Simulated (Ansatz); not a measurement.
Other spins and charges of SiGeCl, doublet at one geometry

Geometry (PBE0/def2-TZVP stationary point for this spin, not checked as a minimum):

| atom | x (Å) | y (Å) | z (Å) |
| --- | --- | --- | --- |
| Cl | 0.0000 | 0.8853 | 1.3034 |
| Ge | 0.0000 | 0.0874 | -0.9839 |
| Si | 0.0000 | -1.3435 | 0.8994 |

Basis cc-pVDZ; Ansatz 0.2.0. Only valence electrons are correlated (noble-gas cores and the filled d shells of p-block atoms frozen). Prefix R: restricted or restricted open-shell reference; prefix U: unrestricted. Active spaces: valence = (13e, 11o, short of the full valence) chosen from the atoms' valence shells. No spin–orbit coupling is included, and no scalar relativity.

Gaps are energies of the second state less the first, at fixed atoms, for a selection of the levels run; each method lands on the state that its own search finds for that charge and spin.

For open shells CISD is restricted-active-space CI with the open shells as a complete middle space.

Task: PBE gives 7.805 eV for removing an electron, to the triplet. Estimate what UCCSDT(Q) gives in cc-pVDZ.

Result: UCCSDT(Q) in cc-pVDZ gives 7.650 eV, so against it PBE is off by 0.155 eV, of which a good part can be the reference's own basis and frozen-core error.

```tsv
level	gap (eV)	error (meV)
UMP2	7.687	37
UCCSD	7.664	14
BCCD(T)	7.663	13
UCCSDT	7.650	0
CASSCF (valence space)	6.941	-709
NEVPT2 (valence space)	7.489	-161
r2SCAN	7.919	269
PBE0	7.908	258
B2PLYP	7.788	138
```

Task: PBE gives 1.578 eV for quartet less doublet. Estimate what UCCSDT(Q) gives in cc-pVDZ.

Result: UCCSDT(Q) in cc-pVDZ gives 1.460 eV, so against it PBE is off by 0.118 eV, of which a good part can be the reference's own basis and frozen-core error.

```
                 level  gap (eV)  error (meV)
                   UHF     0.772         -688
                  UMP2     1.403          -57
                  CISD     1.244         -216
                 UCCSD     1.381          -79
              UCCSD(T)     1.448          -12
               BCCD(T)     1.454           -6
                UCCSDT     1.452           -8
CASSCF (valence space)     1.458           -2
NEVPT2 (valence space)     1.487           27
                r2SCAN     1.434          -26
                  PBE0     1.454           -6
                 B3LYP     1.613          153
               wB97M-V     1.659          199
                B2PLYP     1.557           97
               RPA-PBE     1.606          146
```

In so small a basis the reference is far from its limit while semilocal and hybrid functionals are nearer theirs (RPA and double hybrids share part of the reference's basis error), so the functionals' errors here hold much of the reference's basis and frozen-core error, which can add to them or hide them.

Full CI isn't at hand for all of this; UCCSDT(Q) serves as the reference, and is uncertain by the last step of the cluster series or more. The frozen core follows each run's orbitals, which can shift R against U totals by a few meV for light atoms and by up to 0.1 eV past Ca.
